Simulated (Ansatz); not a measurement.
# C₂H₃NO: functionals against CCSD(T) at one geometry

Aim: energy, forces and dipole at a structure displaced at random from a GFN2-xTB minimum, from CCSD(T) and from density functionals.

Computed with Ansatz 0.2.0, Gaussian basis. Level: single points in def2-TZVPP.

Cores are frozen in the correlated methods.

**1. Where the work starts**

7 atoms, charge 0, spin multiplicity 1.

Atoms are counted from 1 here; the program's logs count them from 0.

Bond lengths: C1–N2 1.368 Å, C1–H5 1.233 Å, C1–H6 1.093 Å, N2–C3 1.168 Å, C3–O4 1.191 Å. Angles: N2–C1–H5 115.3°, N2–C1–H6 119.8°, H5–C1–H6 121.8°, C1–N2–C3 131.5°, N2–C3–O4 135.3°.

As a file:

```
C    -0.62640    1.04040    0.00850
N    -0.07380   -0.08450    0.55660
C     0.56520   -0.94150    0.08490
O     0.45880   -2.12370   -0.00820
H    -0.64590    1.07220   -1.22370
H    -1.28260    1.67280    0.61120
H     1.86560   -0.50520    0.12720
```

**2. CCSD(T)/def2-TZVPP**

Input file run/in.yaml:

```yaml
crystal:
  periodic: [false, false, false]
  atoms:
    - {symbol: C, position_ang: [-0.626400, 1.040400, 0.008500]}
    - {symbol: N, position_ang: [-0.073800, -0.084500, 0.556600]}
    - {symbol: C, position_ang: [0.565200, -0.941500, 0.084900]}
    - {symbol: O, position_ang: [0.458800, -2.123700, -0.008200]}
    - {symbol: H, position_ang: [-0.645900, 1.072200, -1.223700]}
    - {symbol: H, position_ang: [-1.282600, 1.672800, 0.611200]}
    - {symbol: H, position_ang: [1.865600, -0.505200, 0.127200]}
basis:
  gaussian: {orbitals: def2-TZVPP}
correlation: {method: ccsd_t}
output: {forces: true}
```

The command line of these runs was not kept.

**3. PBE0-D4/def2-TZVPP**

Changes to run/in.yaml since step 2:

```diff
@@ -12,3 +12,3 @@
   gaussian: {orbitals: def2-TZVPP}
-correlation: {method: ccsd_t}
-output: {forces: true}
+hamiltonian: {xc: pbe0, dispersion: d4}
+output: {forces: true, orbitals: {seedname: orbitals}}
```

**4. wB97M-V/def2-TZVPP**

Changes to run/in.yaml since step 3:

```diff
@@ -12,3 +12,3 @@
   gaussian: {orbitals: def2-TZVPP}
-hamiltonian: {xc: pbe0, dispersion: d4}
-output: {forces: true, orbitals: {seedname: orbitals}}
+hamiltonian: {xc: {name: wB97M-V}}
+output: {forces: true}
```

**5. r2SCAN-D4/def2-TZVPP**

Changes to run/in.yaml since step 4:

```diff
@@ -12,3 +12,3 @@
   gaussian: {orbitals: def2-TZVPP}
-hamiltonian: {xc: {name: wB97M-V}}
+hamiltonian: {xc: r2scan, dispersion: d4}
 output: {forces: true}
```

**6. PBE-D4/def2-TZVPP**

Changes to run/in.yaml since step 5:

```diff
@@ -12,3 +12,3 @@
   gaussian: {orbitals: def2-TZVPP}
-hamiltonian: {xc: r2scan, dispersion: d4}
+hamiltonian: {xc: pbe, dispersion: d4}
 output: {forces: true}
```

**7. B97M-V/def2-TZVPP**

Changes to run/in.yaml since step 6:

```diff
@@ -12,3 +12,3 @@
   gaussian: {orbitals: def2-TZVPP}
-hamiltonian: {xc: pbe, dispersion: d4}
+hamiltonian: {xc: {name: B97M-V}}
 output: {forces: true}
```

**8. revPBE-D4/def2-TZVPP**

Changes to run/in.yaml since step 7:

```diff
@@ -12,3 +12,3 @@
   gaussian: {orbitals: def2-TZVPP}
-hamiltonian: {xc: {name: B97M-V}}
+hamiltonian: {xc: {name: revPBE}, dispersion: d4}
 output: {forces: true}
```

(Steps that only read results are left out.)

What does the calculation give? Wanted: energy less free atoms, CCSD(T)/def2-TZVPP; RMS force component; RMS force error; HOMO and LUMO, PBE0-D4; T1 diagnostic.

**Answer**, as computed:

| quantity | value |
| --- | --- |
| energy less free atoms, CCSD(T)/def2-TZVPP | -2562.7 kJ/mol |
| RMS force component | 4.968 to 5.437 eV/Å over the methods |
| RMS force error | PBE0-D4 0.405, wB97M-V 0.339, r2SCAN-D4 0.419, PBE-D4 0.479, B97M-V 0.479, revPBE-D4 0.463 eV/Å |
| HOMO and LUMO, PBE0-D4 | -7.24 and -2.89 eV |
| T1 diagnostic | 0.019 |

**Reading.** Against CCSD(T) the functionals' energies less atoms differ by -278.1 to -109.6 kJ/mol, PBE-D4 by -278.1 kJ/mol. CCSD(T) in triple zeta still lacks some correlation energy of the bonds, so part of these gaps is its own basis error and they don't rank the functionals. For forces wB97M-V does best and B97M-V worst. Frozen-core CCSD(T) forces in triple zeta carry basis errors of their own, and this is one geometry, so small gaps rank nothing. The restricted Hartree–Fock reference is unstable towards an unrestricted one at one or more of these structures.
